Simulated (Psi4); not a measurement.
C2F3, charge +2, doublet, at a GFN2-xTB geometry of the parent state (a state made from the parent by changing its charge; the spin is typed, not shown lowest); TPSS/6-31G* (Psi4).

Psi4 was given this input:
```
memory 2 GB

molecule {
2 2
C    -0.02097005    0.18801536    0.95068298
C     0.00630951    0.22182388   -0.35025560
F    -0.03482227   -0.77428364    1.82927975
F     0.01570563    1.33880864   -1.05329788
F     0.02889033   -0.83775117   -1.17626680
}

set {
  basis 6-31g*
  reference uks
}

energy('tpss')
print_variables()
```

Task: Predict the main parts of the log of this Psi4 run.

Result: 
```
   => Loading Basis Set <=

    Name: 6-31G*
    Role: ORBITAL
    Keyword: BASIS

         ---------------------------------------------------------
                                   SCF
               by Justin Turney, Rob Parrish, Andy Simmonett
                          and Daniel G. A. Smith
                              UKS Reference
         ---------------------------------------------------------

  ==> Geometry <==

    Molecular point group: c1
    Full point group: C1

    Geometry (in Angstrom), charge = 2, multiplicity = 2:

       Center              X                  Y                   Z               Mass
    ------------   -----------------  -----------------  -----------------  -----------------
         C           -0.021090526545     0.191383337612     0.955617172067    12.000000000000
         C            0.006189033455     0.225191857612    -0.345321407933    12.000000000000
         F           -0.034942746545    -0.770915662388     1.834213942067    18.998403162730
         F            0.015585153455     1.342176617612    -1.048363687933    18.998403162730
         F            0.028769853455    -0.834383192388    -1.171332607933    18.998403162730

  Running in c1 symmetry.

  Rotational constants: A =      0.37302  B =      0.12224  C =      0.09207 [cm^-1]
  Rotational constants: A =  11182.91255  B =   3664.80789  C =   2760.23692 [MHz]
  Nuclear repulsion =  161.774126734579824

  Charge       = 2
  Multiplicity = 2
  Electrons    = 37
  Nalpha       = 19
  Nbeta        = 18

  ==> Algorithm <==

  SCF Algorithm Type is DF.
  DIIS enabled.
  MOM disabled.
  Fractional occupation disabled.
  Guess Type is SAD.
  Energy threshold   = 1.00e-06
  Density threshold  = 1.00e-06
  Integral threshold = 1.00e-12

  ==> Primary Basis <==

  Basis Set: 6-31G*
    Blend: 6-31G*
    Number of shells: 30
    Number of basis functions: 75
    Number of Cartesian functions: 75
    Spherical Harmonics?: false
    Max angular momentum: 2

  ==> DFT Potential <==

   => LibXC <=

    Version 7.1.2
    S. Lehtola, C. Steigemann, M. J. T. Oliveira, and M. A. L. Marques,  SoftwareX 7, 1–5 (2018) (10.1016/j.softx.2017.11.002)

   => Composite Functional: TPSS <=

    TPSS Meta-GGA XC Functional

    J. Tao, et al., Phys. Rev. Lett., 91, 146401, 2003

    Deriv               =              1
    GGA                 =           TRUE
    Meta                =           TRUE

    Exchange Hybrid     =          FALSE
[...]
      Ntotal   =   36.9999950185 ; deviation = -4.982e-06

   @Spin Contamination Metric:   1.918703253E-02
   @S^2 Expected:                7.500000000E-01
   @S^2 Observed:                7.691870325E-01
   @S   Expected:                5.000000000E-01
   @S   Observed:                5.000000000E-01

    Orbital Energies [Eh]
    ---------------------

    Alpha Occupied:

[...]
      19A     -0.889168

    Alpha Virtual:

[...]
    Beta Occupied:

[...]
    Beta Virtual:

[...]
    Final Occupation by Irrep:
              A
    DOCC [    18 ]
    SOCC [     1 ]
    NA   [    19 ]
    NB   [    18 ]

  @DF-UKS Final Energy:  -374.52705925500914

   => Energetics <=

    Nuclear Repulsion Energy =            161.7741267345798235
    One-Electron Energy =                -816.6502662983818936
    Two-Electron Energy =                 321.5975659907317095
    DFT Exchange-Correlation Energy =     -41.2484856819387247
    Empirical Dispersion Energy =           0.0000000000000000
    VV10 Nonlocal Energy =                  0.0000000000000000
    Total Energy =                       -374.5270592550091351

  UHF NO Occupations:
  HONO-2 :   17  A 1.9991838
  HONO-1 :   18  A 1.9917274
  HONO-0 :   19  A 1.0000000
  LUNO+0 :   20  A 0.0082726
  LUNO+1 :   21  A 0.0008162
  LUNO+2 :   22  A 0.0003604
  LUNO+3 :   23  A 0.0000557

Computation Completed

Properties will be evaluated at   0.000000,   0.000000,   0.000000 [a0]

Properties computed using the SCF density matrix

 Multipole Moments:

 ------------------------------------------------------------------------------------
     Multipole            Electronic (a.u.)      Nuclear  (a.u.)        Total (a.u.)
 ------------------------------------------------------------------------------------

 L = 1.  Multiply by 2.5417464519 to convert [e a0] to [Debye]
 Dipole X            :         -0.0216420           -0.0088791           -0.0305211
 Dipole Y            :          0.0661841            0.2482175            0.3144016
 Dipole Z            :          1.0081914            0.3636464            1.3718379
 Magnitude           :                                                    1.4077354

 ------------------------------------------------------------------------------------

  Variable Map:
  ----------------------------------------------------------------------------
[...]
  Array Variable Map:
  ----------------------------------------------------------------------------
[...]
[...]
```
